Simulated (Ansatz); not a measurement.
**Match the barriers**

Saddle point of C2H5O, doublet (CH₂O ([CH2][O]) + CH₃ → C₂H₅O ([CH2][O][CH3]); bonds formed: O1–C3), PBE0-D4/def2-TZVP structure:

O1  (-0.478, -0.735, -0.298)
C2  (-1.465, -0.100, 0.108)
C3  (1.308, 0.050, -0.116)
H4  (-1.806, -0.183, 1.150)
H5  (-1.986, 0.619, -0.540)
H6  (1.370, 0.155, 0.959)
H7  (1.189, 0.952, -0.700)
H8  (1.868, -0.758, -0.565)
(Å)

Program: Ansatz 0.2.0. Basis: def2-TZVPP, with def2-QZVPP for the basis limit. Cores are frozen in the correlated methods; orbitals are unrestricted. Extrapolation: Hartree–Fock as exp(−7.88 √X), correlation as X^−2.97. Four methods, as single points on the PBE0-D4 structures, gave these electronic barriers from the start structure: 8.89, 13.24, 18.48, 25.14 kcal/mol.

The methods were, in alphabetical order, CCSD(T), HF, PBE-D4, PBE0-D4. Which gave which? (Judge from chemistry; the calculation decides.)

By the calculation: PBE-D4 8.89; PBE0-D4 13.24; CCSD(T) 18.48; HF 25.14 kcal/mol. For comparison, CCSD(T) at an estimated basis limit (MP2 extrapolated from triple and quadruple zeta, plus CCSD(T) − MP2 in triple zeta) gives 18.39 kcal/mol.

T1 diagnostic: at most 0.036. ⟨S²⟩ of the unrestricted Hartree–Fock references: 0.76 to 1.00 (a pure state has 0.75). The unrestricted reference is spin-contaminated, which hurts MP2 most.

Labels in which every atom is bracketed show which atoms are joined, not bond orders.

For scale, one of the runs: CCSD(T)/def2-TZVPP, 163 basis functions, launched by `ansatz run in.yaml --threads 2 --pin off --events-out ev --progress --plain --max-ram 4352MiB`. Time: 35 s of wall clock on 2 CPU threads of an Intel Xeon 6975P-C; the host was shared. Peak host memory: 3.5 GiB.
